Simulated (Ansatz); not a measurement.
# HON, triplet: vertical spin and charge gaps

Geometry (PBE0/def2-TZVP stationary point for this spin, not checked as a minimum):

```xyz
3

N     0.0000   -0.0590    0.7269
O     0.0000    0.1003   -0.5734
H     0.0000   -0.7728   -0.9996
```

Basis cc-pVDZ; Ansatz 0.2.0. Only valence electrons are correlated (noble-gas cores frozen). R marks a restricted (for open shells ROHF) determinant, U an unrestricted one. Active spaces: valence = (12e, 9o) chosen from the atoms' valence shells.

Gaps are energies of the second state less the first, at fixed atoms, for a selection of the levels run; each method lands on the state that its own search finds for that charge and spin.

Unrestricted rows (U, and Kohn–Sham where it breaks symmetry) aren't spin-pure: their determinants' ⟨S²⟩ exceeds S(S+1) by up to 0.48, so they mix in states of higher spin. HF rows: RHF is the determinant under the cluster runs, UHF is the lowest solution found. Coupled cluster chose its determinant by a search with trial CCSD, here up to 0.38 eV above the lowest Hartree–Fock solution of its kind, and MP2 stands on that determinant too. For open shells CISD is restricted-active-space CI with the open shells as a complete middle space. A value is left out where its run failed or describes another state than the reference as far as symmetry and spin tell, or, spin-broken singlets apart, can't be checked.

Removing an electron, to the quartet: 13.978 eV at UCCSDTQ.

| level | gap (eV) | error (meV) |
| --- | --- | --- |
| RMP2 | 14.135 | 157 |
| UMP2 | 14.075 | 97 |
| RCCSD | 13.998 | 20 |
| UCCSD | 13.995 | 17 |
| RCCSD(T) | 13.987 | 9 |
| UCCSD(T) | 13.984 | 6 |
| BCCD(T) | 13.991 | 13 |
| RCCSDT | 13.978 | 0 |
| UCCSDT | 13.978 | 0 |
| RCCSDT(Q) | 13.978 | 0 |
| UCCSDT(Q) | 13.977 | -1 |
| RCCSDTQ | 13.979 | 1 |
| PBE | 14.281 | 303 |
| r2SCAN | 14.245 | 267 |
| PBE0 | 14.379 | 401 |
| B3LYP | 14.481 | 503 |
| wB97M-V | 14.418 | 440 |
| RPA-PBE | 14.051 | 73 |

Removing an electron, to the doublet: 9.710 eV at UCCSDTQ.

```
                   level  gap (eV)  error (meV)  ⟨S²⟩ where 0.1 over S(S+1) (first / second)
                     RHF    10.533          823                                        – / –
                     UHF    10.381          671                                     – / 1.23
                    RMP2     9.856          146                                        – / –
                    UMP2    10.667          957                                     – / 1.23
                    CISD    10.084          374                                        – / –
                   RCCSD     9.948          238                                        – / –
                   UCCSD     9.933          223                                     – / 1.23
                RCCSD(T)     9.735           25                                        – / –
                UCCSD(T)     9.801           91                                     – / 1.23
                 BCCD(T)     9.745           35                                        – / –
                  RCCSDT     9.725           15                                        – / –
                  UCCSDT     9.728           18                                     – / 1.23
               RCCSDT(Q)     9.712            2                                        – / –
               UCCSDT(Q)     9.693          -17                                     – / 1.23
                 RCCSDTQ     9.708           -2                                        – / –
  CASSCF (valence space)     8.447        -1263                                        – / –
  NEVPT2 (valence space)     9.592         -118                                        – / –
  MRCISD (valence space)     9.563         -147                                        – / –
MRCISD+Q (valence space)     9.687          -23                                        – / –
                     PBE     9.985          275                                        – / –
                  r2SCAN    10.378          668                                        – / –
                    PBE0    10.403          693                                        – / –
                   B3LYP    10.345          635                                        – / –
                   BHLYP    10.629          919                                        – / –
                 wB97M-V    10.185          475                                        – / –
                  B2PLYP    10.093          383                                        – / –
                 RPA-PBE     9.679          -31                                        – / –
```

Quintet less triplet: 9.888 eV at UCCSDTQ.

```csv
level,gap (eV),error (meV)
RHF,8.727,-1161
RMP2,10.070,182
UMP2,10.079,191
RCCSD,9.831,-57
UCCSD,9.830,-58
BCCD(T),9.885,-3
CASSCF (valence space),9.727,-161
MRCISD+Q (valence space),9.891,3
B3LYP,9.998,110
wB97M-V,10.128,240
```

Singlet less triplet: 0.871 eV at RCCSDTQ.

```tsv
level	gap (eV)	error (meV)
RHF	1.706	835
RMP2	1.057	186
CISD	1.186	315
RCCSD	1.018	147
RCCSD(T)	0.905	34
RCCSDT	0.887	16
RCCSDT(Q)	0.867	-4
CASSCF (valence space)	0.577	-294
MRCISD (valence space)	0.904	33
MRCISD+Q (valence space)	0.938	67
```

In so small a basis the reference is far from its limit while semilocal and hybrid functionals are nearer theirs (RPA and double hybrids share part of the reference's basis error), so the functionals' errors here hold much of the reference's basis and frozen-core error, which can add to them or hide them.

The reference is named with each gap: full CI where it ran, else the highest cluster level, uncertain by about the last step of the series. The frozen core follows each run's orbitals, which can shift R against U totals by a few meV.
